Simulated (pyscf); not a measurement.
PySCF, gas phase, ωB97X-D3(BJ)/def2-SVP geometries.

**Question.** For the elementary gas-phase step CH₄ (SMILES C) + [Cl–Hf(Cl)–Cl]• (SMILES [Cl][Hf]([Cl])[Cl]) → H₃C–Hf(Cl)(Cl)–Cl (SMILES [CH3][Hf]([Cl])([Cl])[Cl]) + H• (SMILES [H]) (doublet surface; C–H broken, C–Hf formed), what barrier and reaction energy does PBE0-D3(BJ)/def2-TZVP give, measured from the separated reactants?

**Answer.** ΔE‡ = 1.95 eV, ΔE = +1.42 eV. ωB97M-D3(BJ)/def2-TZVP gives 2.24 eV and +1.51 eV. Zero-point energy shifts the barrier by -0.19 eV. It is a substitution at C, with an imaginary mode of 1532i cm⁻¹. One saddle was located; it need not be the lowest between these sides. The angle at the attacked C is 180°. Open-shell species with a d-block atom are single-reference here; other states, and whether the spin sits on metal or ligand, were not checked. Elements past Kr carry the def2 core potentials, without spin-orbit coupling.
